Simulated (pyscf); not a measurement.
Optimised with ωB97X-D3(BJ)/def2-SVP in PySCF.

### Question
PBE/def2-TZVP puts the barrier of `[GeH4]` + `[SiH2][SiH3]` [doublet] -> `[GeH3]` [doublet] + `[SiH3][SiH3]` (hydrogen abstraction; doublet surface; Ge–H broken, H–Si formed) at 0.5 kcal/mol and the reaction energy at -2.0 kcal/mol, from the separated reactants. What do r²SCAN/def2-TZVP, M06-2X/def2-TZVP, ωB97M-D3(BJ)/def2-TZVP give on the same structures?

### Answer
r²SCAN: ΔE‡ = 2.9 kcal/mol, ΔE = -2.0 kcal/mol; M06-2X: ΔE‡ = 4.7 kcal/mol, ΔE = -5.6 kcal/mol; ωB97M-D3(BJ): ΔE‡ = 5.1 kcal/mol, ΔE = -4.7 kcal/mol. PBE's barrier lies under all of them, by 2.4 to 4.6 kcal/mol. Its reaction energy matches one of them and lies within 3.5 kcal/mol of the others. Low barriers are usual for a GGA, whose delocalisation error favours stretched bonds. One saddle was located; it need not be the lowest between these sides. The angle at the transferred H is 176°. Elements up to Kr have no core potential and no relativistic terms here.
